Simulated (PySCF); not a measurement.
Methyl methanesulfonate, C2H6O3S.
Numbering: `[CH3:1][O:2][S:3]([CH3:4])(=[O:5])=[O:6]` (hydrogens: H7, H8, H9 on C1; H10, H11, H12 on C4)

The closed-shell SCF was solved with PySCF and density fitting under several settings on one GFN2-xTB geometry (grid level 2 and gas phase unless stated).

```csv
settings,basis functions,SCF cycles,E (Eh),HOMO (eV),LUMO (eV),dipole (D)
PBE0/pcSseg-1,139,14,-703.0945,-8.44,1.29,2.94
PBE0/def2-SVPD,184,14,-702.8191,-8.60,0.30,3.07
"BHandHLYP/Sadlej pVTZ, grid level 3, damping 0.3 at the start, DIIS from the seventh cycle",206,13,-703.5340,-10.12,0.12,3.21
```

Question: Estimate the rows for these settings: (1) X3LYP/pcSseg-1, grid level 3, energy threshold 1e-06 Eh; (2) LC-wPBE/def2-SVP, start guess atom; (3) PBE0/pcseg-1.

Answer: 
```json
{"settings": "X3LYP/pcSseg-1, grid level 3, energy threshold 1e-06 Eh", "basis functions": "139", "SCF cycles": "8", "E (Eh)": "-703.4154", "HOMO (eV)": "-8.21", "LUMO (eV)": "0.96", "dipole (D)": "2.95"}
{"settings": "LC-wPBE/def2-SVP, start guess atom", "basis functions": "118", "SCF cycles": "11", "E (Eh)": "-702.9612", "HOMO (eV)": "-11.05", "LUMO (eV)": "4.07", "dipole (D)": "2.94"}
{"settings": "PBE0/pcseg-1", "basis functions": "118", "SCF cycles": "14", "E (Eh)": "-703.0612", "HOMO (eV)": "-8.49", "LUMO (eV)": "1.26", "dipole (D)": "2.95"}
```

Question: Over all rows, what range does the HOMO–LUMO gap span?

Answer: From 8.90 eV (PBE0/def2-SVPD) to 15.12 eV (LC-wPBE/def2-SVP, start guess atom). The functional of the narrowest has 25 % exact exchange, that of the widest range-separated exact exchange.

Question: And the dipole moment?

Answer: From 2.94 D to 3.21 D; the largest is 1.09 times the smallest, and the median is 2.95 D.

Question: Compare two rows with the functional PBE0: PBE0/pcseg-1 and PBE0/def2-SVPD. Which energy is lower, and by how much?

Answer: PBE0/pcseg-1 (118 functions) lies 0.2421 Eh or 152 kcal/mol below PBE0/def2-SVPD (184 functions). The smaller set gives the lower energy; the two sets aren't nested, so the variational bound doesn't order them by size.

Cycle counts include a coarse-grid stage where the run had one.

Conformer computed: `[CH3:1][O:2][S:3]([CH3:4])(=[O:5])=[O:6]`: C1–O2–S3–C4 180°.

One conformer stands for the species.
